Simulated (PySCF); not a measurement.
# Frontier orbitals and the lowest excitations

C4H5NO.
Structure used (PBE0-D3(BJ)/def2-SVP), in Å, numbered top down from 1:
```
atom  x, y, z in Å
C1    -2.394    0.205    0.042
C2    -0.982   -0.124    0.007
C3     0.194   -0.422   -0.022
C4     1.598   -0.830   -0.057
N5     2.472    0.211   -0.017
O6     1.942   -1.992   -0.116
H7    -2.828   -0.056    1.020
H8    -2.944   -0.357   -0.729
H9    -2.562    1.279   -0.130
H10    3.462    0.003   -0.036
H11    2.158    1.168    0.037
```

Level of theory: TDDFT PBE0/def2-SVPD, vertical, gas phase, core orbitals frozen in the response in PySCF.

Kohn–Sham orbitals with the atoms that hold most of them (Löwdin shares over 4%, at most four atoms; ? is withheld):

```
orbital  ε (eV)                            atoms
 HOMO-3   -8.37    C3 29%, C2 24%, O6 23%, C4 9%
 HOMO-2   -8.08     N5 49%, O6 19%, C4 9%, C3 7%
 HOMO-1   -8.05    C3 31%, C2 29%, O6 21%, C4 7%
   HOMO   -7.58                                ?
   LUMO       ?   C4 23%, C2 20%, O6 19%, C3 16%
 LUMO+1    0.46  C1 20%, C2 18%, H11 12%, C3 12%
 LUMO+2    0.77   C2 20%, C1 19%, C3 15%, H8 10%
```

(1) Give the leading atoms of the HOMO.

(2) What is the LUMO energy, and the HOMO–LUMO gap?

## Answers

(1) O6 (bonded to C) 53%; C3 (bonded to 2 C) 17%; C2 (bonded to 2 C) 15%; C4 (bonded to C, N and O) 6%. By element: oxygen 53%, carbon 38% or more.

(2) ε(LUMO) = -0.75 eV; the gap is 6.83 eV (0.2510 hartree).

How does S1 compare with the orbital gap of 6.83 eV?

S1 is at 4.89 eV (f = 0.0000), 1.95 eV below the gap, made of HOMO→LUMO (98%). 

Give energy, strength and leading configuration of S1 and S6, and follow the Löwdin shares of the leading atoms from the occupied to the empty orbital.

- S1 (4.89 eV, f 0.0000), HOMO→LUMO (98%): O6 53% → 19%, C3 17% → 16%, C4 6% → 23%, C2 15% → 20%
- S6 (7.01 eV, f 0.0017), HOMO→LUMO+1 (84%): O6 53% → at most 12%, C3 17% → 12%, C1 at most 6% → 20%, C2 15% → 18%

Löwdin shares depend on the basis, the more so with diffuse functions.
